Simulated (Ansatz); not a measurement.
Si₂H₇Cl, singlet: at the start structure of a reaction step.

The input file, in.yaml:

```yaml
crystal:
  periodic: [false, false, false]
  atoms:
    - {symbol: Si, position_ang: [-0.464611, 0.530788, -1.193080]}
    - {symbol: Si, position_ang: [0.792124, -1.067557, -0.033324]}
    - {symbol: H, position_ang: [-0.347913, 0.260877, -2.651450]}
    - {symbol: H, position_ang: [-1.893801, 0.447177, -0.797084]}
    - {symbol: H, position_ang: [0.052494, 1.893995, -0.909108]}
    - {symbol: H, position_ang: [-0.312365, 0.599655, 2.304655]}
    - {symbol: Cl, position_ang: [-1.051873, 1.617250, 2.557998]}
    - {symbol: H, position_ang: [0.713446, -0.849301, 1.442788]}
    - {symbol: H, position_ang: [0.285633, -2.438458, -0.305597]}
    - {symbol: H, position_ang: [2.226866, -0.994425, -0.415698]}
basis:
  gaussian: {orbitals: def2-SVP}
hamiltonian: {xc: {name: wB97M-V}}
```

Launched with

```bash
ansatz run in.yaml --threads 4 --pin off --events-out ev --progress --plain --max-ram 9574MiB
```

Output of Ansatz 0.2.0:

```
Functional definition: wB97M-V
  name "wB97M-V"
  cite "Mardirossian & Head-Gordon, J. Chem. Phys. 144, 214110 (2016) doi:10.1063/1.4952647"
  cite "Becke, J. Chem. Phys. 107, 8554 (1997) doi:10.1063/1.475007"
  cite "Vydrov & Van Voorhis, J. Chem. Phys. 133, 244103 (2010) doi:10.1063/1.3521275"
  # Of w^i u^j: cxij and so on, Table III.
  parameter omega = 0.3/bohr
  parameter cx = 0.15
  parameter cx01 = 1.007
  parameter cx10 = 0.259
  parameter css00 = 0.443
  parameter css04 = -1.437
  parameter css10 = -4.535
  parameter css20 = -3.390
  parameter css43 = 4.278
  parameter cos00 = 1.000
  parameter cos10 = 1.358
  parameter cos20 = 2.924
  parameter cos21 = -8.812
  parameter cos60 = -1.390
  parameter cos61 = 9.142
  parameter b = 6.0
  parameter c = 0.01
  gx(w, u) = 1 - cx + cx01*u + cx10*w
  gss(w, u) = css00 + css04*u^4 + css10*w + css20*w^2 + css43*w^4*u^3
  gos(w, u) = cos00 + cos10*w + (cos20 + cos21*u)*w^2 + (cos60 + cos61*u)*w^6
  exchange = spin_sum(e_x_unif_sr(omega)*gx(b97_w, b97_u_x)) + cx*exact_x_sr(omega) + exact_x_lr(omega)
  correlation = spin_sum(e_c_pw_mod_same_spin*gss(b97_w, b97_u_same))
      + integral(e_c_pw_mod_opposite_spin*gos(b97_w_opposite, b97_u_opposite)) + vv10(b, c)
859 factors; integrals over basis functions are off by at most 1.2e-3 eV
317 factors; integrals over basis functions are off by at most 8.1e-6 eV
mean field evaluation 1: about -28379.4388 eV, gradient 1.2e1 eV
mean field evaluation 2: about -28379.8564 eV, gradient 5.5e0 eV
mean field evaluation 4: about -28379.9322 eV, gradient 8.3e-1 eV
mean field evaluation 8: about -28379.9765 eV, gradient 3.1e-2 eV
mean field -28379.97648959 eV, -1042.9448993534 hartree, gradient 6.3e-5 eV, S^2 0.000000; 0 other end points of the search recorded, 0 dependent functions left out
reference -28379.97653235 eV, -1042.9449009247 hartree; 26, 26 occupied and 63, 63 virtual orbitals, 859 factors
Total energy: -28379.97653235 eV, -1042.9449009247 hartree
```

Hardware: 4 CPU threads of an Intel Xeon, shared host. Wall time about 5 s.
